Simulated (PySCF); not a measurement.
Species: C3H4N2S.
Structure used (BHandHLYP/def2-SVP), in Å, numbered top down from 1:
```
atom  x, y, z in Å
N1    -1.5134   -0.7050   -0.8085
C2    -0.3536   -0.1217   -0.3525
C3    -0.1795    1.1718    0.0524
S4     1.4745    1.4294    0.4623
C5     1.7944   -0.2082    0.0691
N6     0.7776   -0.8888   -0.3309
H7    -1.5020   -1.7093   -0.7639
H8    -2.3724   -0.2983   -0.4850
H9    -0.9127    1.9615    0.1116
H10    2.7925   -0.6213    0.1639
```

Computed, not measured: BHandHLYP/def2-SVP geometry optimisation, gas phase (PySCF 2.14.0).

Take the most abundant isotopes and a rigid rotor. 

(1) Give the principal moments of inertia and the rotational constants in GHz.

(2) What kind of rotor is it?

(3) Is it planar, by Δ = Ic − Ia − Ib?

(4) Give the other two planar moments, Paa and Pbb, and the rms extents of the mass along the axes.

(5) List the rotational levels J(Ka,Kc) to J = 5 (K).

(6) Predict some low-J microwave lines.

Results:

(1) Ia = 66.30, Ib = 192.95, Ic = 258.84 u·Å²; 505379 MHz·u·Å²/I gives 7623, 2619 and 1952 MHz, that is A = 7.6229, B = 2.6193, C = 1.9525 GHz.

(2) An asymmetric top; Ray's κ = -0.765.

(3) Not planar: Δ = Ic − Ia − Ib = -0.40 u·Å². For a rigid frame Δ = −2 Σ m c², so Σ m c² = 0.20 u·Å² lies off the ab plane: 0.17 from hydrogen and 0.03 from heavier atoms. The atom farthest from that plane is 0.32 Å away.

(4) Paa = Σ m a² = (Ib + Ic − Ia)/2 = 192.74 and Pbb = Σ m b² = (Ia + Ic − Ib)/2 = 66.10 u·Å². With the mass M = 100.01 u, the rms extents √(P/M) along a, b and c are 1.39, 0.81, 0.04 Å.

(5) Above 0(0,0), as E/k:
J = 1: 1(0,1) 0.219, 1(1,1) 0.460, 1(1,0) 0.492
J = 2: 2(0,2) 0.655, 2(1,2) 0.866, 2(1,1) 0.962, 2(2,1) 1.683, 2(2,0) 1.686
J = 3: 3(0,3) 1.302, 3(1,3) 1.475, 3(1,2) 1.667, 3(2,2) 2.341, 3(2,1) 2.356, 3(3,1) 3.623, 3(3,0) 3.624
J = 4: 4(0,4) 2.151, 4(1,4) 2.283, 4(1,3) 2.602, 4(2,3) 3.216, 4(2,2) 3.260, 4(3,2) 4.507, 4(3,1) 4.508, 4(4,1) 6.295, 4(4,0) 6.295
J = 5: 5(0,5) 3.195, 5(1,5) 3.289, 5(1,4) 3.764, 5(2,4) 4.307, 5(2,3) 4.403, 5(3,3) 5.612, 5(3,2) 5.617, 5(4,2) 7.398, 5(4,1) 7.398, 5(5,1) 9.697, 5(5,0) 9.697

(6) The dipole components are |μa| = 0.46 D, |μb| = 1.04 D, |μc| = 1.00 D. Intensities carry the squares of the components, which stand as 0.19 : 1.00 : 0.93 (a : b : c). Some lines, for components of 0.1 D or more:

```csv
type,branch,"J(Ka,Kc)",MHz,lower level (cm⁻¹)
a,Q,"1(1,0) ← 1(1,1)",667,0.319
a,Q,"2(1,1) ← 2(1,2)",2000,0.602
c,Q,"3(1,3) ← 3(0,3)",3607,0.905
a,Q,"3(1,2) ← 3(1,3)",3997,1.025
b,R,"2(0,2) ← 1(1,1)",4078,0.319
c,Q,"2(1,2) ← 2(0,2)",4399,0.455
a,R,"1(0,1) ← 0(0,0)",4572,0.000
c,Q,"1(1,1) ← 1(0,1)",5004,0.152
b,Q,"3(1,2) ← 3(0,3)",7604,0.905
b,R,"3(0,3) ← 2(1,2)",9070,0.602
a,R,"2(0,2) ← 1(0,1)",9081,0.152
c,R,"1(1,0) ← 0(0,0)",10242,0.000
a,R,"3(0,3) ← 2(0,2)",13470,0.455
a,R,"3(2,2) ← 2(2,1)",13715,1.170
c,Q,"3(2,2) ← 3(1,2)",14052,1.158
a,R,"3(1,2) ← 2(1,1)",14675,0.669
b,Q,"2(2,0) ← 2(1,1)",15073,0.669
c,R,"2(1,1) ← 1(0,1)",15481,0.152
b,Q,"2(2,1) ← 2(1,2)",17011,0.602
b,R,"3(1,3) ← 2(0,2)",17077,0.455
b,Q,"3(2,2) ← 3(1,3)",18049,1.025
c,R,"2(2,0) ← 1(1,0)",24884,0.342
c,Q,"3(3,1) ← 3(2,1)",26415,1.637
b,Q,"3(3,1) ← 3(2,2)",26723,1.627
b,R,"3(2,2) ← 2(1,1)",28726,0.669
c,R,"3(2,2) ← 2(1,2)",30727,0.602
b,R,"3(3,1) ← 2(2,0)",40375,1.172
b,R,"3(3,0) ← 2(2,1)",40441,1.170
```

Whether it is a minimum is left open (no frequencies). These are rigid-rotor constants of the computed structure; measured ground-state constants (B0) also hold zero-point vibration. A rigid rotor knows nothing of inversion at nitrogen, which can split or shift real lines. Quadrupole hyperfine structure (14N) is left out.
